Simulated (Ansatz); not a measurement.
# B2H4S: the cost of one run

Computed with Ansatz 0.2.0, driven from Python. Level of theory: PBE+D3(BJ)/def2-SVP.

## 1. Starting point

Bond lengths: B1–S2 1.835 Å, S2–B3 1.862 Å, B1–H4 1.163 Å, B1–H5 1.237 Å, B3–H6 1.205 Å, B3–H7 1.212 Å. Angles: B1–S2–B3 90.8°, S2–B1–H4 123.0°, S2–B1–H5 120.2°, H4–B1–H5 116.8°, S2–B3–H6 121.2°, S2–B3–H7 121.5°, H6–B3–H7 117.1°.

The script holds or builds the structure itself.

## 2. Script

File relaxed_scan.py:

```python
"""One bond of B2H4S held at set lengths while the rest relaxes."""

import ansatz as az
import numpy as np

GEOMETRY = """
B    -1.22230   -0.17350   -0.47210
S    -0.40390   -0.71850    1.07690
B     1.19560    0.06870    0.53790
H    -1.20770   -0.80200   -1.45030
H    -1.80790    0.91510   -0.51770
H     1.47620    1.19540    0.86050
H     2.03130   -0.55320   -0.08090
"""


def main() -> None:
    b2h4s = az.Crystal.molecule()
    for line in GEOMETRY.strip().splitlines():
        symbol, *xyz = line.split()
        b2h4s = b2h4s.atom(symbol, [float(v) for v in xyz])

    base = (
        b2h4s.calculation()
        .basis(gaussian="def2-SVP")
        .functional("pbe", dispersion="d3bj")
        .accuracy("medium")
        .scf(lower_state_search="light")
    )
    symbols = [site.symbol for site in b2h4s.cartesian_sites]
    pairs = [(0, 1), (0, 3), (0, 4), (1, 2), (2, 5), (2, 6)]
    print("held (A)   E (eV)        ", "  ".join(f"{symbols[i]}{i}-{symbols[j]}{j}" for i, j in pairs))
    for length in [1.71, 1.86, 2.01, 2.23, 2.51]:
        rep = base.relax(constraints=[az.DistanceConstraint((1, 2), at=length)], force_tolerance=0.02, max_steps=60).run(threads=1).report
        xyz = np.array(rep["positions_ang"])
        print(f"{length:6.2f} {rep['free_energy_ev']:14.5f}  ", "  ".join(f"{np.linalg.norm(xyz[i] - xyz[j]):.3f}" for i, j in pairs))


if __name__ == "__main__":
    main()
```

## 3. What the engine is handed

The package turns the script's settings into the engine's input (first run):

```yaml
crystal:
  periodic: [false, false, false]
  atoms:
    - { symbol: B, position_ang: [-1.2223, -0.1735, -0.4721] }
    - { symbol: S, position_ang: [-0.4039, -0.7185, 1.0769] }
    - { symbol: B, position_ang: [1.1956, 0.0687, 0.5379] }
    - { symbol: H, position_ang: [-1.2077, -0.802, -1.4503] }
    - { symbol: H, position_ang: [-1.8079, 0.9151, -0.5177] }
    - { symbol: H, position_ang: [1.4762, 1.1954, 0.8605] }
    - { symbol: H, position_ang: [2.0313, -0.5532, -0.0809] }
accuracy: medium
basis:
  gaussian:
    orbitals: def2-SVP
hamiltonian:
  xc: pbe
  dispersion: d3bj
scf:
  lower_state_search: light
relax:
  f_tol: 0.02
  max_steps: 60
  constraints:
    - { distance: [1, 2], at: 1.71 }
```

## 4. Launch

Command:

```sh
python relaxed_scan.py
```

Q: Estimate wall time and peak memory on 1 thread of Intel Xeon 6975P-C (Granite Rapids), shared host.

About 48 s, with a peak of 0.2 GiB.
